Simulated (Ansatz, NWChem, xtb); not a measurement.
## Ligand exchange: HOF + SiH3(SiH3) → SiH3(OH) + SiH3F

Species: HOF (hypofluorous acid) `OF`, singlet; SiH3(SiH3) (disilane), singlet; SiH3(OH) (silanol), singlet; SiH3F `F[SiH3]`, singlet. The partners trade F for SiH3: O–F and Si–SiH3 bonds give way to O–SiH3 and Si–F.

Shapes, held fixed at every level: PBE0-D4/def2-TZVP. Programs: Ansatz 0.2.0, NWChem 7.3.0, xtb 6.7.1. The zero-point and thermal change to 298 K, harmonic and unscaled (PBE0-D4/def2-TZVP), is +5.1 kJ/mol.

```json
{"level": "GFN2-xTB", "kind": "semi-empirical", "ΔH(298 K) (kJ/mol)": "-650.6", "less CCSD(T)/CBS estimate": "-19.0"}
{"level": "SPW92/def2-TZVPP", "kind": "LDA", "ΔH(298 K) (kJ/mol)": "-580.8", "less CCSD(T)/CBS estimate": "+50.8"}
{"level": "r2SCAN-D4/def2-TZVPP", "kind": "meta-GGA", "ΔH(298 K) (kJ/mol)": "-604.4", "less CCSD(T)/CBS estimate": "+27.2"}
{"level": "B3LYP/6-31G* (spherical functions)", "kind": "global hybrid", "ΔH(298 K) (kJ/mol)": "-569.2", "less CCSD(T)/CBS estimate": "+62.4"}
{"level": "PBE0-D4/def2-TZVPP", "kind": "global hybrid", "ΔH(298 K) (kJ/mol)": "-590.6", "less CCSD(T)/CBS estimate": "+41.0"}
{"level": "wB97X-V/def2-TZVPP", "kind": "range-separated hybrid", "ΔH(298 K) (kJ/mol)": "-606.9", "less CCSD(T)/CBS estimate": "+24.7"}
{"level": "MP2/def2-SVP", "kind": "perturbation theory", "ΔH(298 K) (kJ/mol)": "-613.9", "less CCSD(T)/CBS estimate": "+17.7"}
{"level": "CCSD(T)/def2-SVP", "kind": "coupled cluster or CI", "ΔH(298 K) (kJ/mol)": "-576.6", "less CCSD(T)/CBS estimate": "+55.0"}
{"level": "CCSD(T)/CBS estimate", "kind": "coupled cluster or CI", "ΔH(298 K) (kJ/mol)": "-631.6", "less CCSD(T)/CBS estimate": "0.0"}
```

The highest level, CCSD(T)/CBS estimate, gives ΔH(298 K) = -631.6 kJ/mol; the levels span -650.6 to -569.2. The column of differences is taken from that level and isn't an error. No measured value is set beside it here. The CBS estimate extrapolates MP2 from def2-TZVPP and def2-QZVPP and adds CCSD(T) − MP2 in the triple-zeta set, cores frozen. CCSD(T)/CBS estimate lies outside the range of all other levels here, so it shouldn't be taken on trust.
